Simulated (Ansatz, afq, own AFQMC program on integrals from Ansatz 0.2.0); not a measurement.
**CHSi, quartet: AFQMC among the cluster methods**

```xyz
3

Si    0.0000    0.0000    1.4814
C     0.0000    0.0000   -0.2010
H     0.0000    0.0000   -1.2804
```

Connectivity, by distances: Si–CH.

Basis cc-pVDZ. Only valence electrons are correlated. Integrals, coupled cluster, full CI and functionals: Ansatz 0.2.0; the random walks run on the same integrals in our own AFQMC program. The CISD trial takes its coefficients from CCSD amplitudes. Released means that phaseless walkers are propagated on without the constraint, phases kept. Free AFQMC starts from the CCSD state and is never constrained. Its projection time is finite, and what remains of the start isn't in its error. ± is one standard error of the sampling.

Determinant: UHF, the one that the program's search chose, which needn't be the lowest solution. The geometry is a PBE0/def2-TZVP stationary point of this or a neighbouring charge and spin state.

No full CI on the walks' own integrals is used here; CCSDTQ serves as the reference and is uncertain by about the last step of the cluster series.

Cautions: another spin lies lower (by 2.97 eV).

* T1 diagnostic: 0.0177
* weight of the determinant in the CISD state: 0.895
* ⟨S²⟩ of the determinant: 3.798
* size of the correlated space: 9 electrons in 31 orbitals

| level | correlation energy (eV) |
| --- | --- |
| MP2 | -3.7468 |
| CCSD | -4.6961 |
| CCSD(T) | -4.8091 |

Task: Estimate where free-projection AFQMC lies against CCSD(T) on the same integrals.

Result: 3.2 ± 0.3 kJ/mol below CCSD(T).

Reference: CCSDTQ, correlation energy -4.843 eV. The released energy is read at 2.40 1/Eh (meV from the phaseless value at times in 1/Eh: -1.7 ± 2.4 at 0.24, -2.7 ± 2.3 at 0.51, -4.8 ± 1.8 at 0.99, -4.7 ± 2.1 at 1.62, -4.8 ± 2.0 at 2.40).

```
         level  E − E(reference) (kJ/mol)  share of correlation (%)
       CCSD(T)                        3.2                     99.31
         CCSDT                        0.7                     99.86
      CCSDT(Q)                        0.1                     99.99
   ph-AFQMC/HF                  4.8 ± 1.7                     98.97
 ph-AFQMC/CISD                  0.7 ± 0.2                     99.84
released AFQMC                  0.3 ± 0.2                     99.94
    free AFQMC                  0.0 ± 0.3                    100.00
```

CCSDT and higher add their correlation energy to the determinant of the CCSD(T) run, since their own runs factorise the integrals more tightly (a shift of under 2 meV). Free projections are given only where their last times agree within the noise and don't stop above the reference; a slow remainder of the start can still hide under it. A walk keeps the symmetry of its determinant, which the program's search chose and which needn't be the lowest solution, so a lower state of the same spin and another symmetry isn't excluded. Released energies are given only where the last usable release times agree within the noise; a slower fall can still hide under it.
